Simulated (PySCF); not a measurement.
**Molecular orbitals of LiF⁺**

PBE0 at R = 2.036 Å; Li 6-31G(d,p), F 6-31G(d,p); no relativity (PySCF 2.14). State: ²Π (doublet), unpaired electrons π ↑. Only the outer orbitals are listed, counted within each symmetry.

| spin | orbital | occ. | ε (eV) | on Li (%) | main shells (%) |
| --- | --- | --- | --- | --- | --- |
| α | 3σ | 1 | -41.49 | 0 | 100 F s |
| α | 1π | 1 | -22.79 | 1 | 99 F p |
| α | 4σ | 1 | -20.59 | 3 | 97 F p |
| α | 1π | 1 | -20.20 | 1 | 99 F p |
| α | 5σ | 0 | -6.20 | 100 | 99 Li s |
| α | 2π | 0 | -4.38 | 100 | 100 Li p |
| α | 2π | 0 | -4.31 | 99 | 99 Li p |
| β | 3σ | 1 | -38.76 | 0 | 100 F s |
| β | 4σ | 1 | -19.67 | 4 | 96 F p |
| β | 1π | 1 | -19.28 | 1 | 99 F p |
| β | 1π | 0 | -13.46 | 3 | 97 F p |
| β | 5σ | 0 | -6.15 | 100 | 98 Li s |
| β | 2π | 0 | -4.31 | 99 | 99 Li p |

Problem. Which are the highest filled and the lowest empty level, where do they sit, and how wide is the gap?

Solution. Highest filled β 1π at -19.28 eV (in %: 99 F p); lowest empty β 1π at -13.46 eV (in %: 97 F p); the gap at PBE0 is 5.82 eV. Both belong to one degenerate shell, split only by its one-sided filling, so this is no excitation gap.

| Quantity | Value |
| --- | --- |
| bond order (Mayer) | 0.19 |
| ⟨S²⟩ | 0.751 |
| charge on Li (Mulliken, basis-dependent) | 0.90 |
| charge on Li (Löwdin, basis-dependent) | 0.72 |
| dipole moment (positive dipole points towards F; it is taken about the centre of mass and depends on that origin) | -6.54 D |
| polarisability along the bond | 3.1 bohr³ |
| polarisability across the bond | 2.4 bohr³ |

The state was picked by a PBE0 search and need not be the measured ground state.
